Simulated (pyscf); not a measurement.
This saddle point was located with ωB97X-D3(BJ)/def2-SVP in PySCF.

```
In
H 1 1.7142
H 1 1.7216 2 131.90
N 1 2.1917 2 112.54 3 -152.78
H 4 1.0192 1 118.94 2 144.60
H 4 1.0193 5 107.69 1 139.95
H 4 1.3536 5 117.74 6 134.20
O 7 1.1802 4 145.29 5 120.44
H 8 0.9645 7 112.52 4 -122.12
```
Charge 0, spin multiplicity 1.

Surface: singlet, charge 0. Lowest wavenumbers (cm⁻¹): 970i, 334, 356, 369, 390.

Task: Name the species on either side of this saddle.

Result: H₂N–InH₂ + water (H₂O) ⇌ ammonia (NH₃) + HO–InH₂, a four-centre exchange read from left to right: In–N, H–O broken and H–N, In–O formed. At CCSD(T)/def2-TZVPP + ΔMP2(QZVPP) it lies -44.5 kJ/mol from the left side and -26.3 kJ/mol from the right (each side as separated species at their lowest minima found). On the reactant side the descent ends in an adduct with a In–O contact, 67.7 kJ/mol under the separated species and 12.5 kJ/mol under the saddle at ωB97X-D3(BJ)/def2-TZVP. On the product side the descent ends in an adduct with a In–N contact, 94.0 kJ/mol under the separated species and 59.9 kJ/mol under the saddle at ωB97X-D3(BJ)/def2-TZVP. At CCSD(T) the saddle lies under the separated reactants, which points to a path from their complex (located at ωB97X-D3(BJ) alone). At CCSD(T) the saddle lies under the separated products, which points to a path from their complex (located at ωB97X-D3(BJ) alone). What is counted as formed (In–O) is already present as a longer contact in the reactant adduct; forming that adduct is a step of its own. What is counted as broken (In–N) persists as a longer contact in the product adduct; parting that adduct is a step of its own. At ωB97X-D3(BJ) the barrier from the zero used here is -55.2 kJ/mol. This is the saddle that the search found; another between the same sides may lie lower. The CCSD(T) − MP2 part came from Ansatz, without density fitting, on the same reference. The frozen core leaves the outer d or s,p core shells of the metals and heavy elements correlated in the MP2 and CC values, and def2-TZVPP describes them poorly, which can shift differences by a few kcal/mol. Elements past Kr carry the def2 core potentials, without spin-orbit coupling.
